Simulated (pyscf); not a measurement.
Thermochemistry of product channels of Cl–C:–Cl [singlet] + SiH₄ on the singlet surface, in kcal/mol, from ωB97M-D3(BJ)/def2-TZVP energies (ideal gas, 1 atm, RRHO with modes under 100 cm⁻¹ raised to 100, one conformer, R ln 2 for chiral ones without a mode under 150 cm⁻¹). PySCF, gas phase, ωB97X-D3(BJ)/def2-SVP geometries.

```json
[
 {"products": "H₃Si–CH(Cl)–Cl", "ΔE": "-76.8", "ΔH(298 K)": "-72.2", "ΔG(600 K)": "-51.7", "ΔG(1200 K)": "(withheld)"},
 {"products": "Cl–CH₂–Cl + SiH₂ [singlet]", "ΔE": "-24.7", "ΔH(298 K)": "-21.1", "ΔG(600 K)": "-22.2", "ΔG(1200 K)": "(withheld)"},
 {"products": "H₂Si=C(Cl)–Cl + H₂", "ΔE": "(withheld)", "ΔH(298 K)": "-18.9", "ΔG(600 K)": "-15.4", "ΔG(1200 K)": "-13.9"}
]
```

Problem. Complete the blanks.

Solution. 
- H₃Si–CH(Cl)–Cl, ΔG(1200 K): -32.1
- Cl–CH₂–Cl + SiH₂ [singlet], ΔG(1200 K): -22.6
- H₂Si=C(Cl)–Cl + H₂, ΔE: -18.4

These are energies of the channels, which say nothing of barriers. H₃Si–CH(Cl)–Cl lies 85.7 kcal/mol over its isomer H₃C–SiH(Cl)–Cl (electronic energy, ωB97M-D3(BJ)/def2-TZVP). H₂Si=C(Cl)–Cl lies 77.0 kcal/mol over its isomer H₂C=Si(Cl)–Cl (electronic energy, ωB97M-D3(BJ)/def2-TZVP).
